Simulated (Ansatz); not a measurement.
Relaxing K

The calculation used DFT PBEsol, scalar-relativistic, plane waves, PAW (Ansatz). Cutoff 420 eV, Γ-centred k mesh, Gaussian smearing, no spin polarisation in the final step.

K was placed on the alpha-boron structure type (R-3m, No. 166), at a guessed volume.

```
CELL_PARAMETERS angstrom
5.48979 3.16953 9.36230
-5.48979 3.16953 9.36230
0.00000 -6.33907 9.36230
ATOMIC_POSITIONS crystal
K 0.01019 0.65361 0.01019
K 0.01019 0.01019 0.65361
K 0.65361 0.01019 0.01019
K 0.98981 0.34639 0.98981
K 0.34639 0.98981 0.98981
K 0.98981 0.98981 0.34639
K 0.22118 0.63060 0.22118
K 0.22118 0.22118 0.63060
K 0.63060 0.22118 0.22118
K 0.77882 0.36940 0.77882
K 0.36940 0.77882 0.77882
K 0.77882 0.77882 0.36940
```

Cell and atoms relax at zero pressure; the relaxation can't lower the symmetry of the start.

Energies count from the standard state of K at the same level.

Q: What does it relax into?

A: It keeps R-3m (No. 166), but not the shape of the type it started on. Conventional cell: a = 8.819 Å, c = 45.879 Å. Around K on Wyckoff site h (6 atoms of the primitive cell) lie 7 K at 4.28–4.49 Å; K on Wyckoff site h (6 atoms of the primitive cell) has 8 K at 4.34–4.49 Å.

```xyz
12
Lattice="4.4096 2.5459 15.2931 -4.4096 2.5459 15.2931 0.0000 -5.0918 15.2931" Properties=species:S:1:pos:R:3 pbc="T T T"
K    -2.1876    1.2630    9.7859
K     0.0000   -2.5260    9.7859
K     2.1876    1.2630    9.7859
K     2.1876   -1.2630   36.0935
K    -2.1876   -1.2630   36.0935
K     0.0000    2.5260   36.0935
K    -2.1692    1.2524   17.1175
K     0.0000   -2.5048   17.1175
K     2.1692    1.2524   17.1175
K     2.1692   -1.2524   28.7619
K    -2.1692   -1.2524   28.7619
K     0.0000    2.5048   28.7619
```

Q: What are its volume, energy, density and gap?

A: The volume per atom is 85.84 Å³, the density is 0.76 g/cm³ and the energy over the standard structure is 0.13 eV/atom. The gap on the 6×6×6 mesh is 0 eV (a metal).

The final run used a 6×6×6 mesh on its 12-atom cell and 0.10 eV smearing. For metals, differences of a few meV/atom aren't resolved. A structure relaxed within its symmetry needn't be a true minimum. The steps took roughly 60 core-minutes in all.